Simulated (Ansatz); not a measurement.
SnSe (Pnma, No. 62) was calculated with PBE (plane waves, PAW; Ansatz, an electronic-structure program).

Numerical settings: plane-wave cutoff 520 eV, 4×8×8 k mesh (along the axes of the cell as run), Fermi–Dirac smearing 0.01 eV, scalar-relativistic PAW data made under PBE.

Computed at the level's own relaxed cell.

Problem. What does this level give for the bulk modulus B0?

Solution. 
- bulk modulus B0 = 21.8 GPa

Note: for a layered or molecular solid the relaxed cell lies over 5 % above the published volume, where the minimum can be shallow; the bulk modulus is −V dP/dV from two relaxed cells at ±2 % in volume; the cell comes from a level without a dispersion term, which matters for the spacing of layers, chains or molecules; the volume lies 7 % above that of the published cell.

Spin–orbit coupling is not included.
